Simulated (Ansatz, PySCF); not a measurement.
Molecule: C3H3, charge 0, multiplicity 2. It need not be the lowest isomer of its formula. SMILES: [CH]=C=C
Coordinates optimised at B3LYP-D3(BJ)/def2-TZVP (Ansatz, a first-principles code):
```xyz
6

C     -0.0003    -0.0188     0.1135
C     -0.0037    -0.2179     1.3177
C      0.0034     0.2038    -1.2323
H     -0.0066    -0.3912     2.3654
H      0.9329     0.3302    -1.7707
H     -0.9230     0.2584    -1.7878
```
Charge 0, spin multiplicity 2.
Markedly spin-contaminated UHF reference, which strains HF, MP2 and, less, CCSD(T): [CH]=C=C.

Property: enthalpy of formation at 298 K (from the atomisation energy, B3LYP-D3(BJ)/def2-TZVP harmonic zero-point and thermal terms from PySCF, and the atoms' enthalpies of formation in the G2/97 table; no spin-orbit terms, and no core term in the frozen-core levels), in eV. Cores are frozen in the correlated levels unless marked. Open shells are spin-unrestricted. No spin-orbit coupling. Non-relativistic unless marked X2C. The coupled-cluster limit lacks core correlation, which all-electron functionals hold. CBS marks a two-point X^-3 extrapolation of the correlation energy; Hartree-Fock from the larger set. The bracket is a focal-point correction in the basis named.

```csv
level,program,enthalpy of formation at 298 K (eV)
RI-HF/cc-pVQZ,Ansatz,10.30
BLYP/def2-TZVPD,Ansatz,3.52
PBE0/STO-3G,Ansatz,-0.25
PBE0-D3(BJ)/def2-TZVP,Ansatz + dftd3,3.25
PBE0/def2-TZVP,Ansatz,3.32
TPSSh/def2-TZVPD,PySCF,3.52
r2SCAN0-D4/def2-TZVPD,Ansatz + dftd4,3.82
```

Problem. Estimate the value at RI-MP2/CBS(cc-pVTZ,cc-pVQZ)+[CCSD(T)-MP2]/cc-pVTZ as computed with Ansatz.

Solution. 3.79 eV, so r2SCAN0-D4/def2-TZVPD differs from it by 0.03 eV.
